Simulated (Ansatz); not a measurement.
## Ansatz (development build ahead of 0.2.0) run

```yaml
crystal:
  periodic: [false, false, false]
  atoms:
    - { symbol: O, position_ang: [0.0, 0.0, -0.10024] }
    - { symbol: H, position_ang: [0.0, 0.0, 0.80194] }
basis:
  gaussian: { orbitals: cc-pVDZ }
total_charge: -1
hamiltonian:
  xc: hf
correlation:
  method: mp2
  frozen_orbitals: { H: 0, O: 1 }
```

The input is written out in the form of the current development build from the run's settings.

Output:

```yaml
Converged: yes
Reference_energy: -75.32701 hartree
Correlation_energy: -0.19260 hartree
Total_energy: -75.51961 hartree
Spin_squared_of_the_determinant: 0.000
```

Caution: no diffuse functions for an anion.
